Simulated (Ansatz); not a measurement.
# C3H3ClO: the cost of one run

Program: Ansatz 0.2.0. Level of theory: RKS revPBE-D4/6-31G*. These are calculated values, not measurements.

### Step 1. The starting structure

Bond lengths: C1–C2 1.473 Å, C2–Cl3 1.690 Å, C2–C4 1.316 Å, C4–O5 1.175 Å, C1–H6 1.119 Å, C1–H7 1.122 Å, C1–H8 1.032 Å. Angles: C1–C2–Cl3 115.1°, C1–C2–C4 131.8°, Cl3–C2–C4 113.1°, C2–C1–H6 109.6°, C2–C1–H7 108.3°, C2–C1–H8 112.6°, H6–C1–H7 103.4°, H6–C1–H8 112.8°, H7–C1–H8 109.7°, C2–C4–O5 172.0°.

Coordinates:

```xyz
8

C    -0.6327   -0.6548    0.4142
C     0.4857    0.2156    0.0134
Cl    1.8345    0.1610    1.0295
C     0.6566    0.9982   -1.0305
O     0.6511    1.6723   -1.9933
H    -1.0567   -0.2963    1.3857
H    -1.4757   -0.5006   -0.3103
H    -0.3705   -1.6526    0.4355
```

### Step 2. Preparing the start

File input.yaml:

```yaml
crystal:
  periodic: [false, false, false]
  atoms:
    - { symbol: C, position_ang: [-0.6327, -0.6548, 0.4142] }
    - { symbol: C, position_ang: [0.4857, 0.2156, 0.0134] }
    - { symbol: Cl, position_ang: [1.8345, 0.161, 1.0295] }
    - { symbol: C, position_ang: [0.6566, 0.9982, -1.0305] }
    - { symbol: O, position_ang: [0.6511, 1.6723, -1.9933] }
    - { symbol: H, position_ang: [-1.0567, -0.2963, 1.3857] }
    - { symbol: H, position_ang: [-1.4757, -0.5006, -0.3103] }
    - { symbol: H, position_ang: [-0.3705, -1.6526, 0.4355] }
basis:
  gaussian: { orbitals: "6-31G*" }
hamiltonian:
  xc: revpbe
  dispersion: d4
relax:
  f_tol: 0.02
  max_steps: 40
scf:
  lower_state_search: "off"
```

The run is started by

```console
$ ansatz run input.yaml --threads 1 --pin off --max-ram 2048MiB --backend cpu --events-out ev --progress --plain --runs-dir out
```

**Question.** How long does this run take on 1 thread of Arm Neoverse V1, shared host, and how much memory does it need?

About 14 s, with a peak of 0.11 GiB.
